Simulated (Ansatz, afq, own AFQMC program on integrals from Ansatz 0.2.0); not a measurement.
**AlGeH$_{2}$, doublet: AFQMC among the cluster methods**

```xyz
4

Ge    0.0000    0.0000    0.8178
Al    0.0000    0.0000   -1.9856
H     0.0000   -1.5327   -2.8921
H     0.0000    1.5327   -2.8921
```

Connectivity, by distances: Ge–AlH2.

Basis cc-pVDZ. Only valence electrons are correlated. Ansatz 0.2.0 and our own AFQMC program on the same integrals; the CISD trial comes from CCSD amplitudes, and released means the phaseless constraint is let go. Free projection: walkers drawn from exp(T), propagated without any constraint. Its projection time is finite, and what remains of the start isn't in its error. ± is one standard error of the sampling. No spin–orbit coupling.

Determinant: UHF, the one that the program's search chose, which needn't be the lowest solution. The geometry is a point of a scan.

No full CI on the walks' own integrals is used here; CCSDT(Q) serves as the reference and is uncertain by about the last step of the cluster series.

Cautions: no relativity below Rb; no spin-orbit coupling; inner d shell frozen; an unrestricted solution with more broken spin lies lower (18 meV, ⟨S²⟩ 0.98).

```
T1 diagnostic                               : 0.0204
weight of the determinant in the CISD state : 0.867
⟨S²⟩ of the determinant                     : 0.761
size of the correlated space                : 9 electrons in 36 orbitals
```

Reference: CCSDT(Q), correlation energy -4.425 eV. The released energy is read at 2.40 1/Eh (meV from the phaseless value at times in 1/Eh: -9 ± 10 at 0.24, 2 ± 11 at 0.51, -5 ± 8 at 0.99, -17 ± 9 at 1.62, -5 ± 11 at 2.40).

| level | E − E(reference) (kJ/mol) | share of correlation (%) |
| --- | --- | --- |
| HF | 427.0 | 0.00 |
| MP2 | 115.9 | 72.85 |
| CCSD | 15.4 | 96.39 |
| CCSD(T) | 4.2 | 99.02 |
| CCSDT | 0.7 | 99.85 |
| ph-AFQMC/HF | 6.2 ± 3.6 | 98.54 |
| ph-AFQMC/CISD | 1.4 ± 0.9 | 99.68 |
| released AFQMC | 0.9 ± 1.1 | 99.78 |
| free AFQMC | 0.2 ± 1.1 | 99.96 |

Free projections are given only where their last times agree within the noise and don't stop above the reference; a slow remainder of the start can still hide under it. A walk keeps the symmetry of its determinant, which the program's search chose and which needn't be the lowest solution, so a lower state of the same spin and another symmetry isn't excluded. Released energies are given only where the last usable release times agree within the noise; a slower fall can still hide under it.
